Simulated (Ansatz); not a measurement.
Program: Ansatz. Geometries: PBE0-D4/def2-TZVP. ΔE: electronic, gas phase. CCSD(T)/CBS is the MP2 limit (def2-TZVPP, def2-QZVPP) plus CCSD(T) − MP2 in def2-TZVPP, frozen cores. This one scheme is used for every species. Double bonds are as drawn, so ΔE can hold a change between cis and trans. Each species was taken in one conformer, which may not be the lowest.

Reaction (formal hydrolysis of a C–F bond): `C/C=C\F` + H₂O → `C/C=C/O` + H–F

```tsv
level	ΔE (kcal/mol)
MP2/def2-QZVPP	-3.4
SCS-MP2/def2-QZVPP	-2.4
```

What does CCSD(T)/CBS give? (Best estimate.)

The calculation gave: -2.2 kcal/mol. The listed levels differ from it by -1.2, -0.2 kcal/mol.

Largest T1 diagnostic among the species: 0.011.

In def2-TZVPP, CCSD(T) changes the Hartree–Fock value by −2.0 kcal/mol (the triples alone add −0.3 kcal/mol) and MP2 by −3.2 kcal/mol.
